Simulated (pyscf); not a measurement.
Thermochemistry of product channels of F–Ga [singlet] + ammonia (NH₃) on the singlet surface, in kcal/mol, from ωB97M-D3(BJ)/def2-TZVP energies (ideal gas, 1 atm, RRHO with modes under 100 cm⁻¹ raised to 100, one conformer, R ln 2 for rigid chiral ones). Optimised with ωB97X-D3(BJ)/def2-SVP in PySCF.

```
products                    ΔE  ΔH(298 K)  ΔG(900 K)  ΔG(1200 K)
-----------------------  -----  ---------  ---------  ----------
H₂N–GaH–F                 -3.4       -5.3      +20.4       +28.0
HN=Ga–F + hydrogen (H₂)  +68.6      +62.1      +63.2       +62.6
```

These are energies of the channels, which say nothing of barriers. Elements up to Kr have no core potential and no relativistic terms here.
